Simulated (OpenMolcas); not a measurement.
C3H3N (Z-propargylimine): a line through the functionals

C3H3N: 7 atoms, total charge 0, spin state singlet. SMILES: `[H]/N=C\C#C`. The coordinates come from a PBE0-D4/def2-TZVP relaxation.

The electronic atomisation energy y, in eV, basis def2-SVPD; a is the functional's share of exact exchange. Programs: OpenMolcas 26.06.

| functional | program | a | y (eV) |
| --- | --- | --- | --- |
| revPBE | OpenMolcas | 0 | 32.07 |
| BLYP | OpenMolcas | 0 | 32.26 |
| B3LYP | OpenMolcas | 0.2 | 31.95 |
| PBE0 | OpenMolcas | 0.25 | ? |
| BHLYP | OpenMolcas | 0.5 | 30.51 |

Q: Fit y = c + s·a to the known rows and predict PBE0.

A: 
1. Means of the 4 rows: a = 0.1750, y = 31.697.
2. Σ(Δa)² = 0.1675, Σ(Δa·Δy) = -0.54325, so the slope is -0.54325/0.1675 = -3.2433.
3. Intercept: 31.697 − (-3.2433) × 0.1750 = 32.265. The largest residual of the fit is 0.33.
4. PBE0: 32.265 + (-3.2433) × 0.25 = 31.45 eV.

The run gave 32.22 eV, so the prediction is off by -0.77 eV, more than the scatter of the fit. The rows mix families of semi-local functionals, which the line can't see.
